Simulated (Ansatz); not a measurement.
Lutetium (dhcp) across density functionals

All rows: Ansatz, plane waves with scalar-relativistic PAW, 420 eV (500 eV for the SCAN forms), relaxed under each functional, no dispersion correction, no zero-point motion. B₀ comes from uniform scaling at fixed shape; a dash is a value not given.

```
functional  V (Å³/atom)                                     cell  B₀ (GPa)     magnetic state  ΔE to hcp (meV/atom)
       PBE        29.07  a = 3.473 Å, c = 11.132 Å (c/a = 3.205)        43  spin not included                    21
    r²SCAN        29.12  a = 3.479 Å, c = 11.112 Å (c/a = 3.194)        43  spin not included                    28
    PBEsol        27.31  a = 3.400 Å, c = 10.910 Å (c/a = 3.209)        47  spin not included                    16
       LDA        25.66  a = 3.329 Å, c = 10.695 Å (c/a = 3.213)        53  spin not included                     6
    revPBE        30.16  a = 3.516 Å, c = 11.271 Å (c/a = 3.206)        41  spin not included                    22
      RPBE        30.56  a = 3.532 Å, c = 11.317 Å (c/a = 3.204)        40  spin not included                    23
      BLYP        29.72  a = 3.500 Å, c = 11.207 Å (c/a = 3.202)        42  spin not included                    19
```

LDA gives the smallest volume and RPBE the largest.
